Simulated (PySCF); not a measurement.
Species: C2H4F2S (charge +1 and doublet state).
Cartesian coordinates in Å at the GFN2-xTB level; atoms count from 1:
```
atom  x, y, z in Å
F1     2.2604    0.7711   -1.0528
C2     1.2462    0.5160   -0.2315
S3    -0.0723   -0.3283   -1.1698
C4    -1.2998   -0.5567    0.1643
F5    -0.8513   -0.0539    1.3211
H6     1.5966   -0.1311    0.5897
H7     0.8623    1.4642    0.1809
H8    -2.2320   -0.0424   -0.1155
H9    -1.4967   -1.6329    0.2886
```

The species is `C([S+]CF)F` [radical] (charge +1).

Level of theory: UKS B3LYP, pcH-1 on C F H S, non-relativistic, mean-field spin-orbit, GIAO (PySCF). One conformer (not necessarily the lowest) at the GFN2-xTB geometry, without solvent, vibrations or thermal averaging. A GFN2-xTB geometry isn't a minimum of the functional, and hyperfine couplings can be far from their values at a DFT geometry, by a factor of two or more for some ions and for spin on atoms past the first row.

Output of the driver script. The program numbers atoms from 0.

```
UKS, coarse grid
  cycle   1  E = -676.04467946  |g| = 5.27e-01
  cycle   2  E = -675.62579605  |g| = 1.18e+00
  cycle   3  E = -676.12667361  |g| = 1.87e-01
  cycle   4  E = -676.13960628  |g| = 5.97e-02
  cycle   5  E = -676.14083231  |g| = 1.61e-02
  cycle   6  E = -676.14093862  |g| = 4.89e-03
  cycle   7  E = -676.14095252  |g| = 2.33e-03
  cycle   8  E = -676.14095526  |g| = 1.30e-03
  cycle   9  E = -676.14095577  |g| = 2.89e-04
UKS, final grid
  cycle   1  E = -676.14098219  |g| = 4.22e-04
  cycle   2  E = -676.14098212  |g| = 6.63e-04
  cycle   3  E = -676.14098224  |g| = 2.63e-05
  cycle   4  E = -676.14098224  |g| = 1.67e-05
E = -676.14098224 Eh   <S^2> = 0.7535 (exact 0.7500)
g shifts (ppm)      1          2          3
  rmc          -238       -238       -238
  gc             -7         37         43
  oz_so          22      19777      31385
  total        -223      19577      31190
hyperfine (MHz)  atom isotope    a_iso     a_fc   dipolar eigenvalues
    0   19F       0.98       0.98    -30.47     -8.17     38.64
    1   13C     -19.85     -19.85     -5.59     -4.38      9.97
    2   33S      30.67      30.67    -88.87    -84.53    173.40
    3   13C     -19.71     -19.71     -5.27     -3.59      8.85
    4   19F       2.46       2.46    -31.25    -14.92     46.17
    5    1H     116.19     116.19     -6.14     -2.71      8.86
    6    1H     116.67     116.67     -6.17     -2.69      8.86
    7    1H     105.55     105.55     -5.90     -2.54      8.44
    8    1H     105.82     105.82     -5.91     -2.52      8.43
```

Task: The SCF converged. Which of these numbers needs a check, and why?

Result: The largest g shift is +0.031, past the limit of 0.03 at which the run flags a species of elements up to argon. The orbital-Zeeman/spin–orbit term is second order, a sum of spin–orbit matrix elements over excitation energies, so it grows and becomes less reliable as an excited state comes close; a shift of this size calls for a check with another method. The contact and dipolar couplings don't rest on that expansion, but they belong to the state that the SCF found, and a close-lying state with the spin in another orbital would have other couplings; no stability test was run. The run left out the spin–orbit part of the hyperfine coupling.

Task: Where is the spin in this solution (atoms counted from 1)?

Result: The largest Mulliken spin population is on S3 (+0.88). The unrestricted determinant has ⟨S²⟩ = 0.7535 (exact 0.7500), so spin contamination is small. 

Task: Average a_iso over equivalent nuclei, turn it into first-order splittings with g = 2.0023, and give the multiplets for abundant isotopes (0.05 mT or more).

Result: 
```csv
nuclei (from 1),isotope,I,position,a_iso (MHz),|a| (mT),splits into
H6/H7/H8/H9,1H,1/2,2 bonds from S3,111.1,3.96,1:4:6:4:1 quintet
F1/F5,19F,1/2,2 bonds from S3,1.7,0.06,1:2:1 triplet
```

Means are taken over nuclei equivalent by connectivity, which assumes that they swap fast. The 1H value of +111.1 MHz is a mean of couplings from 105.6 to 116.7 MHz in this one geometry, not an average over conformers.
